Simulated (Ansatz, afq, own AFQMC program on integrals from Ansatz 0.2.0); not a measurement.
**AlLiH₂, singlet → AlLiH2, triplet**

```xyz
4

Al    0.0000    0.0000    0.4562
Li    0.0000    0.0000   -2.1826
H     0.0000    1.3079    1.4086
H     0.0000   -1.3079    1.4086
```

Connectivity, by distances: AlH2–Li.

E(triplet, charge +0) − E(singlet, charge +0) at this geometry, on RHF and UHF determinants.

Basis 6-31G. Noble-gas cores (and the filled d shells of Ga–Kr and In–Xe) are frozen. Ansatz 0.2.0 and our own AFQMC program on the same integrals; the CISD trial comes from CCSD amplitudes, and released means the phaseless constraint is let go. Free AFQMC starts from the CCSD state and is never constrained. Its projection time is finite, and what remains of the start isn't in its error. Error bars are statistical, one sigma. The errors of all members are added in quadrature.

Full CI on the same integrals is exact in this basis and with this determinant's frozen core.

Errors are counted within 6-31G, not against nature.

Cautions: AlLiH₂ (triplet): another spin lies lower; core correlation is missing, and it shifts such a gap most where an s electron is promoted.

Reference (full CI): 150.9 kJ/mol.

| level | vertical spin gap (kJ/mol) | error against FCI (kJ/mol) |
| --- | --- | --- |
| HF | 129.1 | -21.8 |
| MP2 | 147.4 | -3.5 |
| CCSD | 150.9 | 0.0 |
| CCSD(T) | 151.0 | 0.1 |
| CCSDT | 150.7 | -0.1 |
| CCSDT(Q) | 150.8 | -0.1 |
| CCSDTQ | 150.9 | 0.0 |
| free AFQMC | 150.5 ± 0.2 | -0.3 ± 0.2 |

Correlation beyond CCSD(T) changes it by less than 2 meV. The perturbative (T) step is worth +0.1 kJ/mol.

CCSDT and higher add their correlation energy to the determinant of the CCSD(T) run, since their own runs factorise the integrals more tightly (a shift of under 2 meV). Free projections are given only where their last times agree within the noise and don't stop above the reference; a slow remainder of the start can still hide under it. A walk keeps the symmetry of its determinant, which the program's search chose and which needn't be the lowest solution, so a lower state of the same spin and another symmetry isn't excluded.
